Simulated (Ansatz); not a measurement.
System (SMILES): OCl (OH-Cl).
Atoms: O1, H2, Cl3. Bonds: O1-H2, O1-Cl3.

Basis-set convergence of the highest harmonic wavenumber at PBE with Ansatz (a first-principles code). Each level at its own minimum, finite differences of forces, unscaled; the reference is a large set that could be run, not a limit. Cartesian d functions, on some or all atoms, in 6-31G**; all else is spherical. The program fits the integrals of some runs and decomposes those of others, by size. No added dispersion term, no relativity. Reference: the value in aug-pcseg-2, 3660 cm⁻¹, itself unsure by roughly 7 cm⁻¹ (its mean distance from aug-cc-pV(T+d)Z, def2-TZVPPD). Deviations are taken from unrounded values.

```tsv
basis	functions	highest harmonic wavenumber (cm⁻¹)	minus reference (cm⁻¹)
STO-3G	15	3530	-130
3-21G	24	3246	-415
6-31G	24	3413	-248
pcseg-0	24	3216	-444
6-31G**	39	3651	-10
cc-pV(D+d)Z	42	3596	-64
aug-cc-pV(D+d)Z	64	3635	-25
6-311++G(2d,2p)	72	3671	10
def2-TZVP	74	3645	-16
cc-pV(T+d)Z	83	3658	-2
def2-TZVPD	95	3644	-16
jun-cc-pV(T+d)Z	101	3657	-4
6-311++G(3df,3pd)	104	3665	5
```

The smallest set listed that lies within 50 cm⁻¹ of the reference with all its larger relatives (same family, alike in diffuse functions; a set with none counts only in the reference's own line) is 6-31G** (39 functions, -10 cm⁻¹ off). Inside, with no larger relative to test it: cc-pV(T+d)Z. (Relatives not listed, tested too: 6-311G** 0, def2-TZVPP 6, def2-TZVPPD 4, aug-cc-pV(T+d)Z -10 cm⁻¹.)
